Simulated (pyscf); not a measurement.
## Addition across a multiple bond or ene-type step: O=Cr(=O)(Cl)–Cl + HCl -> O=Cr(OH)(Cl)(Cl)–Cl

Gas phase, singlet surface, charge 0. Bonds broken: Cl6–H7. Bonds formed: Cr2–Cl6, O3–H7. PySCF, gas phase, ωB97X-D3(BJ)/def2-SVP geometries.

Transition state (Å):

```xyz
7

O     -0.1183     0.9746     1.1474
Cr    -0.8927     0.1860     0.1332
O      0.1083    -0.5282    -0.9335
Cl    -2.8052     1.0702    -0.2201
Cl    -1.6725    -1.4565     1.2286
Cl    -0.1399     1.9149    -1.6205
H      0.3538     0.3670    -1.5908
```

One imaginary mode, 1157i cm⁻¹; descent along it reached the two sides named.

| bond | change | reactant side (Å) | saddle | product side |
|---|---|---|---|---|
| Cl6–H7 | breaks | 1.284 | 1.625 | 2.360 |
| Cr2–Cl6 | forms | 3.6 | 2.575 | 2.294 |
| O3–H7 | forms | 2.452 | 1.137 | 0.975 |

Electronic energies relative to the separated reactants (kJ/mol):

```tsv
level	barrier	reaction energy	reverse barrier
ωB97X-D3(BJ)/def2-TZVP	130.9	+79.1	51.8
PBE/def2-TZVP	90.9	+61.6	29.3
r²SCAN/def2-TZVP	93.0	+59.8	33.2
B3LYP-D3(BJ)/def2-TZVP	111.0	+70.2	40.8
PBE0-D3(BJ)/def2-TZVP	108.9	+69.1	39.8
M06-2X/def2-TZVP	129.5	+82.9	46.6
ωB97M-D3(BJ)/def2-TZVP	139.1	+90.0	49.1
HF/def2-TZVP	223.7	+140.8	82.9
```

With ωB97M-D3(BJ)/def2-TZVP energies and thermal terms (ideal gas, 1 atm, RRHO with modes under 100 cm⁻¹ raised to 100, one conformer, R ln 2 for chiral ones without a mode under 150 cm⁻¹), in kJ/mol:

```json
[
 {"T (K)": "298", "ΔH‡": "133.7", "ΔG‡": "176.2", "ΔH": "+99.9", "ΔG": "+142.0"},
 {"T (K)": "600", "ΔH‡": "134.2", "ΔG‡": "219.1", "ΔH": "+102.4", "ΔG": "+183.7"},
 {"T (K)": "900", "ΔH‡": "136.1", "ΔG‡": "261.2", "ΔH": "+105.7", "ΔG": "+223.6"},
 {"T (K)": "1200", "ΔH‡": "138.2", "ΔG‡": "302.6", "ΔH": "+109.0", "ΔG": "+262.5"}
]
```

This is the saddle that the search found; another between the same sides may lie lower.
